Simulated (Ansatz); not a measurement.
Ansatz (an electronic-structure program) input:

Ansatz 0.2 input:
```yaml
crystal:
  periodic: [false, false, false]
  atoms:
    - {symbol: O, position_ang: [1.08859699, 0.24944285, -0.42728356]}
    - {symbol: C, position_ang: [0.04658452, 0.36233721, 0.22026559]}
    - {symbol: H, position_ang: [-0.09897970, 1.22977934, 0.88845632]}
    - {symbol: C, position_ang: [-1.01080777, -0.58309006, 0.15832965]}
    - {symbol: H, position_ang: [-1.91279587, -0.45200395, 0.74149328]}
    - {symbol: H, position_ang: [-0.91166091, -1.44880109, -0.48325255]}
basis:
  gaussian:
    orbitals: cc-pVTZ
magnetization: {spin_polarized: true, initial_magnetization: 1}
correlation: {method: ccsd_t, electrons: outside_noble_gas}
```

Problem. Predict the final energy.

Solution. -152.92440 Eh (CCSD(T)/cc-pVTZ). The basis has 132 functions.

It need not be the lowest isomer of its formula.

The determinant is spin-contaminated: <S^2> is 0.92 against 0.75 for a pure state.
